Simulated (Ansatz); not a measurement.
# HNPSi: the cost of one run

The runs use Ansatz 0.2.0, Gaussian basis; cc-pVTZ, core rule «outside noble gas», up to 11 orbitals frozen.

Plan: UHF; CCSD(T) on ROHF; CCSD(T) on UHF; BCCD(T) on ROHF; CCSDT(Q) on ROHF; CCSDT(Q) on UHF.

5 further runs of the same task are left out: 5 set aside as unsound or not needed.

## 1. The geometry

The geometry is a PBE0/def2-TZVP stationary point (not a proven minimum) of the parent state, kept for this charge and spin.

4 atoms, charge 0, spin multiplicity 2.

Atoms are counted from 1 here; the program's logs count them from 0.

Bond lengths: N1–Si2 1.684 Å, Si2–P3 2.147 Å, Si2–H4 1.486 Å. Angles: N1–Si2–P3 124.6°, N1–Si2–H4 115.7°, P3–Si2–H4 119.7°.

Coordinates:

```xyz
4
charge 0, multiplicity 2
N     0.0000   -0.6537    1.9089
Si    0.0000    0.4249    0.6154
P     0.0000   -0.1504   -1.4531
H     0.0000    1.8658    0.9782
```

## 2. UHF

File in.yaml:

```yaml
crystal:
  periodic: [false, false, false]
  atoms:
    - {symbol: N, position_ang: [0.000000, -0.653684, 1.908908]}
    - {symbol: Si, position_ang: [0.000000, 0.424943, 0.615445]}
    - {symbol: P, position_ang: [0.000000, -0.150432, -1.453120]}
    - {symbol: H, position_ang: [0.000000, 1.865832, 0.978241]}
basis:
  gaussian: {orbitals: cc-pVTZ}
magnetization: {spin_polarized: true, initial_magnetization: 1}
hamiltonian: {xc: hf}
output: {orbitals: {seedname: orbitals}}
```

The run is started by

```sh
ansatz run in.yaml --threads 1 --pin off --events-out ev --progress --plain --max-ram 4096MiB --backend cpu
```

Q: Estimate wall time and peak memory on 1 thread of AMD EPYC 7R13, shared host.

About 25 s, with a peak of 0.34 GiB.
